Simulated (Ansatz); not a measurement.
# BClF with multiplicity 2: molecular dynamics

Aim: follow the molecule's vibrations and see whether its bonds hold. The start is relaxed first. Runs: 150 steps of 2 fs at constant energy, with velocities drawn for 1000 K; 150 steps of 2 fs at constant energy, with velocities drawn for 700 K. SMILES of the start: F[B]Cl.

Method: UKS PBE0-D4/def2-SVP, in Ansatz 0.2.0.

## 1. The system as given

Bond lengths: F1–B2 1.460 Å, B2–Cl3 1.834 Å. Angles: F1–B2–Cl3 118.4°.

As a file:

```xyz
3

F     0.5753    1.1455    0.4307
B    -0.4337    0.3009   -0.2018
Cl   -0.1526   -1.5111   -0.2422
```

## 2. Preparing the start

The input, input.yaml:

```yaml
crystal:
  periodic: [false, false, false]
  atoms:
    - { symbol: F, position_ang: [0.5753, 1.1455, 0.4307] }
    - { symbol: B, position_ang: [-0.4337, 0.3009, -0.2018] }
    - { symbol: Cl, position_ang: [-0.1526, -1.5111, -0.2422] }
magnetization:
  spin_polarized: true
  initial_magnetization: 1
basis:
  gaussian: { orbitals: def2-SVP }
hamiltonian:
  xc: pbe0
  dispersion: d4
relax:
  f_tol: 0.02
  max_steps: 40
output:
  orbitals: {}
```

Run with:

```
$ ansatz run input.yaml --threads 1 --pin off --max-ram 2048MiB --backend cpu --events-out ev --progress --plain --runs-dir out
```

Log:

```text
Warning: RAYON_NUM_THREADS=1 ignored (pool sized by the plan → 1); use --threads N
The last accepted step is kept in <dir> (removed where the run ends without a failure and the disk answers)
Engine: ansatz 0.2.0, x86_64-unknown-linux-gnu
Functional definition: PBE0
  parameter a = 0.25
  parameter kappa = 0.804
  parameter beta = 0.06672455060314922
  exchange = (1 - a)*pbe_x(kappa = kappa, mu = beta*pi^2/3) + a*exact_x
  correlation = pbe_c(beta = beta)
475 factors; integrals over basis functions are off by at most 2.9e-4 eV
mean field evaluation 1: about -15900.2737 eV, gradient 1.8e1 eV
mean field evaluation 2: about -15897.6472 eV, gradient 3.4e1 eV
mean field evaluation 4: about -15901.4454 eV, gradient 7.4e-1 eV
mean field evaluation 8: about -15901.4873 eV, gradient 2.4e-2 eV
mean field evaluation 16: about -15901.4873 eV, gradient 3.1e-5 eV
mean field -15901.48733664 eV, -584.3688812063 hartree, gradient 3.1e-5 eV, S^2 0.752872; 0 other end points of the search recorded, 0 dependent functions left out
the calculation of the forces begins
reference -15901.48735405 eV, -584.3688818459 hartree; 16, 15 occupied and 30, 31 virtual orbitals, 475 factors
relax step   1: F+E_penalty+E_count = -15901.52261522 eV  Δ(F+E_penalty+E_count) = +0.000e0 eV  max|allowed force component| = 3.732e0 eV/Å  Δτ_max = 0.0000 Å  (30 SCF iters, accepted)
these checks for a lower state are left out or cut short: starts, cluster_reference, orbital_swaps, neighbouring_geometries, increment
475 factors; integrals over basis functions are off by at most 2.8e-4 eV
mean field -15901.92577945 eV, -584.3849936823 hartree, gradient 2.5e-5 eV, S^2 0.752489; 0 other end points of the search recorded, 0 dependent functions left out
the calculation of the forces begins
reference -15901.92579703 eV, -584.3849943283 hartree; 16, 15 occupied and 30, 31 virtual orbitals, 475 factors
relax step   2: F+E_penalty+E_count = -15901.96128891 eV  Δ(F+E_penalty+E_count) = -4.387e-1 eV  max|allowed force component| = 2.023e0 eV/Å  Δτ_max = 0.0607 Å  (33 SCF iters, accepted)
these checks for a lower state are left out or cut short: starts, cluster_reference, orbital_swaps, neighbouring_geometries, increment
475 factors; integrals over basis functions are off by at most 3.4e-4 eV
mean field evaluation 32: about -15902.0174 eV, gradient 1.2e-5 eV
mean field -15902.01735375 eV, -584.3883589757 hartree, gradient 1.2e-5 eV, S^2 0.752198; 0 other end points of the search recorded, 0 dependent functions left out
the calculation of the forces begins
reference -15902.01737193 eV, -584.3883596438 hartree; 16, 15 occupied and 30, 31 virtual orbitals, 475 factors
relax step   3: F+E_penalty+E_count = -15902.05308771 eV  Δ(F+E_penalty+E_count) = -9.180e-2 eV  max|allowed force component| = 1.055e0 eV/Å  Δτ_max = 0.0634 Å  (32 SCF iters, accepted)
these checks for a lower state are left out or cut short: starts, cluster_reference, orbital_swaps, neighbouring_geometries, increment
475 factors; integrals over basis functions are off by at most 3.3e-4 eV
mean field -15902.04071076 eV, -584.3892173299 hartree, gradient 1.9e-5 eV, S^2 0.752265; 0 other end points of the search recorded, 0 dependent functions left out
the calculation of the forces begins
reference -15902.04072872 eV, -584.3892179900 hartree; 16, 15 occupied and 30, 31 virtual orbitals, 475 factors
relax step   4: F+E_penalty+E_count = -15902.07632610 eV  Δ(F+E_penalty+E_count) = -2.324e-2 eV  max|allowed force component| = 1.264e-1 eV/Å  Δτ_max = 0.0313 Å  (33 SCF iters, accepted)
these checks for a lower state are left out or cut short: starts, cluster_reference, orbital_swaps, neighbouring_geometries, increment
475 factors; integrals over basis functions are off by at most 3.2e-4 eV
mean field -15902.04221264 eV, -584.3892725232 hartree, gradient 2.0e-5 eV, S^2 0.752271; 0 other end points of the search recorded, 0 dependent functions left out
the calculation of the forces begins
reference -15902.04223059 eV, -584.3892731827 hartree; 16, 15 occupied and 30, 31 virtual orbitals, 475 factors
relax step   5: F+E_penalty+E_count = -15902.07786515 eV  Δ(F+E_penalty+E_count) = -1.539e-3 eV  max|allowed force component| = 6.071e-2 eV/Å  Δτ_max = 0.0115 Å  (34 SCF iters, accepted)
these checks for a lower state are left out or cut short: starts, cluster_reference, orbital_swaps, neighbouring_geometries, increment
475 factors; integrals over basis functions are off by at most 3.3e-4 eV
mean field -15902.04232136 eV, -584.3892765185 hartree, gradient 7.9e-6 eV, S^2 0.752264; 0 other end points of the search recorded, 0 dependent functions left out
the calculation of the forces begins
reference -15902.04233931 eV, -584.3892771783 hartree; 16, 15 occupied and 30, 31 virtual orbitals, 475 factors
relax step   6: F+E_penalty+E_count = -15902.07797759 eV  Δ(F+E_penalty+E_count) = -1.124e-4 eV  max|allowed force component| = 4.009e-3 eV/Å  Δτ_max = 0.0017 Å  (27 SCF iters, accepted)
475 factors; integrals over basis functions are off by at most 3.3e-4 eV
mean field evaluation 64: about -15902.0400 eV, gradient 4.8e-1 eV
mean field -15902.04232136 eV, -584.3892765185 hartree, gradient 7.9e-6 eV, S^2 0.752264; 1 other end points of the search recorded, 0 dependent functions left out
the calculation of the forces begins
reference -15902.04233931 eV, -584.3892771783 hartree; 16, 15 occupied and 30, 31 virtual orbitals, 475 factors
Total energy: -15902.07799554 eV, -584.3905875206 hartree
Atom 0 at     0.511134     1.077505     0.388965 Å, force    -0.000130     0.000157    -0.000053 eV/Å
Atom 1 at    -0.366176     0.292461    -0.166345 Å, force    -0.000219     0.003852     0.000290 eV/Å
Atom 2 at    -0.155957    -1.434666    -0.235920 Å, force     0.000349    -0.004009    -0.000236 eV/Å
Dipole moment:     0.000580    -0.019940    -0.001797 e Å
```

Run time: 21 s. Hardware: 1 thread of Intel Xeon at 2.50GHz (Skylake/Cascade Lake), shared host; peak memory 0.12 GiB.

The steps of the relaxation:

```
step  energy from step 1 (eV)  largest force component (eV/Å)
   1                   0.0000                          3.7322
   2                  -0.4387                          2.0232
   3                  -0.5305                          1.0553
   4                  -0.5537                          0.1264
   5                  -0.5552                          0.0607
   6                  -0.5554                          0.0040
```

Step 1 is the start.

After: Bond lengths: F1–B2 1.302 Å, B2–Cl3 1.741 Å. Angles: F1–B2–Cl3 122.3°.

## 3. Run 1

150 steps of 2 fs at constant energy, with velocities drawn for 1000 K, from the relaxed start.

The input, input.yaml:

```yaml
crystal:
  periodic: [false, false, false]
  atoms:
    - { symbol: F, position_ang: [0.511134, 1.077505, 0.388965] }
    - { symbol: B, position_ang: [-0.366176, 0.292461, -0.166345] }
    - { symbol: Cl, position_ang: [-0.155957, -1.434666, -0.23592] }
magnetization:
  spin_polarized: true
  initial_magnetization: 1
basis:
  gaussian: { orbitals: def2-SVP }
hamiltonian:
  xc: pbe0
  dispersion: d4
md:
  timestep: 2.0
  n_steps: 150
  ensemble: nve
  temperature: 1000.0
  initial_velocities: maxwell_boltzmann
  seed: 982895
```

Run with:

```
$ ansatz run input.yaml --threads 1 --pin off --max-ram 2048MiB --backend cpu --events-out ev --progress --plain --runs-dir out
```

Log, shortened:

```text
Warning: RAYON_NUM_THREADS=1 ignored (pool sized by the plan → 1); use --threads N
[...]
[... 1 set-up line as earlier in the session ...]
[...]
476 factors; integrals over basis functions are off by at most 3.1e-4 eV
[...]
mean field -15902.04232255 eV, -584.3892765623 hartree, gradient 1.7e-5 eV, S^2 0.752264; 0 other end points of the search recorded, 0 dependent functions left out
[...]
reference -15902.04234049 eV, -584.3892772215 hartree; 16, 15 occupied and 30, 31 virtual orbitals, 476 factors
md step     0: t =     0.00 fs  T =  1000.0 K  F+E_penalty+E_count = -15902.07797878 eV  E_kin = 0.129260 eV  conserved = -15901.94871878 eV  (30 SCF iters)
[...]
md step    19: t =    38.00 fs  T =   728.9 K  F+E_penalty+E_count = -15902.04143824 eV  E_kin = 0.094217 eV  conserved = -15901.94722092 eV  (34 SCF iters)
[...]
md step    38: t =    76.00 fs  T =   565.0 K  F+E_penalty+E_count = -15902.02059510 eV  E_kin = 0.073026 eV  conserved = -15901.94756928 eV  (34 SCF iters)
[...]
md step    57: t =   114.00 fs  T =   176.4 K  F+E_penalty+E_count = -15901.96825513 eV  E_kin = 0.022795 eV  conserved = -15901.94545965 eV  (28 SCF iters)
[...]
md step    74: t =   148.00 fs  T =   237.6 K  F+E_penalty+E_count = -15901.97667855 eV  E_kin = 0.030708 eV  conserved = -15901.94597093 eV  (35 SCF iters)
md step    75: t =   150.00 fs  T =    63.3 K  F+E_penalty+E_count = -15901.95371149 eV  E_kin = 0.008186 eV  conserved = -15901.94552588 eV  (35 SCF iters)
```

## 4. The output, continued: dynamics from the start

Output, continued, shortened:

```text
md step    76: t =   152.00 fs  T =    15.4 K  F+E_penalty+E_count = -15901.94730216 eV  E_kin = 0.001990 eV  conserved = -15901.94531189 eV  (27 SCF iters)
[...]
md step    94: t =   188.00 fs  T =   222.9 K  F+E_penalty+E_count = -15901.97441761 eV  E_kin = 0.028818 eV  conserved = -15901.94559947 eV  (35 SCF iters)
[...]
md step   112: t =   224.00 fs  T =   675.3 K  F+E_penalty+E_count = -15902.03381376 eV  E_kin = 0.087288 eV  conserved = -15901.94652568 eV  (34 SCF iters)
[...]
md step   130: t =   260.00 fs  T =   946.7 K  F+E_penalty+E_count = -15902.07046122 eV  E_kin = 0.122375 eV  conserved = -15901.94808666 eV  (33 SCF iters)
[...]
md step   148: t =   296.00 fs  T =   346.5 K  F+E_penalty+E_count = -15901.99134648 eV  E_kin = 0.044786 eV  conserved = -15901.94656018 eV  (34 SCF iters)
[...]
md step   149: t =   298.00 fs  T =   519.4 K  F+E_penalty+E_count = -15902.01351474 eV  E_kin = 0.067138 eV  conserved = -15901.94637685 eV  (34 SCF iters)
[...]
md step   150: t =   300.00 fs  T =   735.8 K  F+E_penalty+E_count = -15902.04209916 eV  E_kin = 0.095106 eV  conserved = -15901.94699301 eV  (31 SCF iters)
Total energy: -15902.04211735 eV, -584.3892690215 hartree
Atom 0 at     0.499297     1.081782     0.383046 Å, force     1.207044     0.855224     0.740229 eV/Å
Atom 1 at    -0.332175     0.283076    -0.149035 Å, force    -1.390153    -0.498342    -0.801036 eV/Å
Atom 2 at    -0.159982    -1.434096    -0.238026 Å, force     0.183110    -0.356883     0.060808 eV/Å
Dipole moment:     0.035797    -0.016270     0.017548 e Å
```

Run time: 7.2 min. Hardware: 1 thread of Intel Xeon at 2.50GHz (Skylake/Cascade Lake), shared host; peak memory 0.12 GiB.

## 5. Frames and traces

One step in 6; energies are changes from step 0:

```
time (fs)  T (K)  potential energy change (meV/atom)  total energy change (meV/atom)
      0.0   1000                                 0.0                            0.00
     12.0    247                                33.4                            0.90
     24.0    562                                19.5                            0.64
     36.0    464                                23.9                            0.77
     48.0    323                                30.1                            0.93
     60.0    931                                 3.0                            0.06
     72.0    159                                37.2                            0.94
     84.0    813                                 8.1                            0.04
     96.0    750                                10.8                            0.03
    108.0    261                                32.5                            0.67
    120.0    908                                 4.1                            0.17
    132.0    145                                37.9                            1.03
    144.0    732                                12.0                            0.48
    156.0    352                                28.8                            0.88
    168.0    314                                30.6                            1.00
    180.0    857                                 6.5                            0.30
    192.0     66                                41.4                            1.13
    204.0    749                                11.3                            0.42
    216.0    503                                21.9                            0.53
    228.0    340                                29.1                            0.70
    240.0    830                                 7.6                            0.30
    252.0     79                                40.9                            1.18
    264.0    775                                10.2                            0.51
    276.0    248                                33.4                            0.97
    288.0    426                                25.5                            0.79
    300.0    736                                12.0                            0.58
```

time (fs), T (K) and a bar:
```
      0.0       1000 ##############################
     14.0        459 ############
     26.0        325 ########
     40.0        915 ###########################
     52.0        178 ###
     66.0        372 #########
     78.0        678 ###################
     92.0        122 #
    104.0        505 ##############
    118.0        683 ####################
    130.0        120 #
    144.0        732 #####################
    156.0        352 #########
    170.0        177 ###
    182.0        934 ############################
    196.0        467 ############
    208.0        513 ##############
    222.0        865 ##########################
    234.0        139 ##
    248.0        303 #######
    260.0        947 ############################
    274.0         89 
    286.0        690 ####################
    300.0        736 #####################
```

Maxima of the velocity power spectrum (cm⁻¹, relative height; resolution about 220 cm⁻¹): 830 (100), 1360 (17).

(Part 1 of 2 ends here.)
